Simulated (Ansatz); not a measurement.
# O$_{3}$, singlet: reading a ladder of total energies

Geometry: MP2(full)/6-31G*, from the G2/97 set.

| atom | x (Å) | y (Å) | z (Å) |
| --- | --- | --- | --- |
| O | 0.0000 | 1.1038 | -0.2285 |
| O | 0.0000 | 0.0000 | 0.4571 |
| O | 0.0000 | -1.1038 | -0.2285 |

Basis STO-3G; Ansatz 0.2.0. Correlated methods freeze the noble-gas cores, which leaves 18 electrons in 12 orbitals. R marks a restricted (for open shells ROHF) determinant.

Full CI is exact within this basis and frozen core; it isn't the basis-set limit.

Runs differ by some tens of microhartree through their thresholds, so steps under 0.03 kcal/mol mean nothing.

```tsv
level	total energy (hartree)
RHF	-221.288899
RMP2	-221.524732
RCCSD*	-221.537043
RCCSD(T)*	-221.559514
RCCSDT*	-221.560521
RCCSDT(Q)*	-221.563125
RCCSDTQ*	-221.563335
full CI	-221.563687
```

Q: What is the correlation energy at full CI, and what share of it do RMP2 and RCCSD recover?

A: E(corr) = -221.563687 − (-221.288899) = -0.274788 hartree = -7.477 eV. RMP2: -0.235833 / -0.274788 = 85.82 %. RCCSD: -0.248144 / -0.274788 = 90.30 %.

Q: By how many kcal/mol does RCCSD(T) miss full CI (1 hartree = 627.509 kcal/mol), and which steps make up the rest?

A: -221.559514 − (-221.563687) = 0.004173 hartree = 2.62 kcal/mol. Steps: RCCSDT − RCCSD(T) = -0.63, RCCSDT(Q) − RCCSDT = -1.63, RCCSDTQ − RCCSDT(Q) = -0.13, full CI − RCCSDTQ = -0.22 kcal/mol. With more than one leading determinant such errors change with state and geometry, and needn't cancel in differences.

An asterisk marks runs whose energy the program itself flagged as in doubt.
